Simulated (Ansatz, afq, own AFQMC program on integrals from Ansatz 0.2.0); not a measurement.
AFQMC on a folder of integrals that Ansatz 0.2.0 wrote.

```yaml
crystal:
  periodic: [false, false, false]
  atoms:
    - {symbol: Cl, position_ang: [0.000000, 0.000000, -1.332667]}
    - {symbol: H, position_ang: [0.000000, 0.000000, 0.216333]}
    - {symbol: F, position_ang: [0.000000, 0.000000, 1.116333]}
basis:
  gaussian: {orbitals: cc-pVTZ}
magnetization: {spin_polarized: true, initial_magnetization: 1}
correlation: {method: ccsd_t, electrons: outside_noble_gas, hamiltonian_folder: ham}
```

```sh
$ ansatz run in.yaml --threads 1 --pin off --events-out ev --progress --plain --max-ram 24576MiB --backend cuda --devices 0, --max-vram 18GiB
```

Options of the walk:

```
--method phaseless --trial cisd --walkers 2500 --populations 20 --least-time 60 --time-step 0.005 --steps-per-block 50 --equilibration-blocks 28 --max-blocks 4000 --target-error 0.00023 --factor-cut 1e-05 --start spin_pure --seed 655 --release-times 0.24,0.51,0.99,1.5 --release-step 0.03 --release-every 4 --taylor-order 6
```

Times are imaginary, in 1/Eh. The walk had a cap of 244 s. With eight or more populations the least sampling time is a fifth of least-time, and the error comes from their spread.

Log:

```
orbitals 72  electrons 8 7  factors 463 of 472
reference energy -559.50180184 Eh
CCSD correlation -0.46224831 Eh in 11 cycles, weight of the determinant in the CISD state 0.8882
energy of the start -559.963481 Eh
 block  time / (1/Eh)  mean weight  energy / Eh
     1     0.250  0.9995  -559.961305
     2     0.500  0.9996  -559.967562
     3     0.750  1.0006  -559.972655
     4     1.000  1.0003  -559.975482
     5     1.250  0.9998  -559.975295
     7     1.750  1.0002  -559.977294
     9     2.250  0.9999  -559.977011
    13     3.250  1.0008  -559.978783
    19     4.750  0.9998  -559.979172
    25     6.250  1.0003  -559.977020
    31     7.750  1.0004  -559.979101
    37     9.250  1.0001  -559.977796
    43    10.750  0.9996  -559.976268
    49    12.250  1.0006  -559.977593
    55    13.750  1.0000  -559.976982
    61    15.250  0.9992  -559.976426
    67    16.750  1.0002  -559.977780
    73    18.250  0.9993  -559.977870
    79    19.750  0.9988  -559.977616
    85    21.250  0.9990  -559.977460
    91    22.750  1.0007  -559.976609
    97    24.250  1.0005  -559.977564
   103    25.750  1.0007  -559.978428
   109    27.250  0.9998  -559.974447
   115    28.750  0.9999  -559.978551
   121    30.250  1.0012  -559.975396
   127    31.750  1.0000  -559.977867
   133    33.250  0.9993  -559.980630
   139    34.750  0.9991  -559.978114
   145    36.250  1.0002  -559.976732
   151    37.750  0.9997  -559.979023
   157    39.250  0.9997  -559.977854
error from the spread of 20 populations
released: time / (1/Eh)  energy / Eh  error  mean overlap
  0.24  -559.978422  0.000228  0.9946
  0.51  -559.978271  0.000208  0.9900
  0.99  -559.978545  0.000318  0.9814
  1.50  -559.979285  0.000710  0.9652
energy -559.977791 +/- 0.000157 Eh
(rows thinned)
```

The run passed its tests (sampling time, drift between the halves within three errors, error under three times the target), which doesn't prove that it has relaxed.

Against this walk (error 4.3 meV) on the same determinant: CCSD(T) 14.8 meV higher, CCSDT(Q) 16.2 meV lower. The error is statistical and leaves out the bias of the constraint. The released energies get too noisy after the second time (errors over twice the walk's own, or jumping) (meV from the phaseless value at times in 1/Eh: -17 ± 6 at 0.24, -13 ± 6 at 0.51, -21 ± 9 at 0.99, -41 ± 19 at 1.50), so they give no level.

Cautions: constraint bias not in the error.

The walk took 3.2 min on 1 × NVIDIA H100 80GB HBM3 with 2 threads of AMD EPYC 7R13 Processor (Zen 3), on a shared host (the card was shared). The log's last line is the phaseless energy.

CCSDT and higher add their correlation energy to the determinant of the CCSD(T) run, since their own runs factorise the integrals more tightly (a shift of under 2 meV). A walk keeps the symmetry of its determinant, which the program's search chose and which needn't be the lowest solution, so a lower state of the same spin and another symmetry isn't excluded.
